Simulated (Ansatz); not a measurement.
Two shapes of doublet SO₂(+).

Shape 1:

```xyz
3

S    -0.1625    0.0495    0.3019
O     0.9280   -0.8359    0.1419
O    -0.5905    0.8014   -0.8163
```

Shape 2:

```xyz
3

S    -0.1887    0.2977   -0.1169
O     0.5728   -0.5138   -1.0532
O    -0.1955   -0.0815    1.2871
```

Basis set: def2-SVP (spherical functions). Charge 1, multiplicity 2.

Computed with Ansatz (development build ahead of 0.2.0); each method stands on the lowest determinant of its kind that the runs found.

Q: Which shape is lower in energy, and by how much in each method?

A:

```
             method  E(2) − E(1) (eV)
                UHF            -0.293
PBE0 (unrestricted)            -0.106
```

Shape 2 is lower. Caution for UHF: the unrestricted determinant is spin contaminated; the determinant breaks the point group.
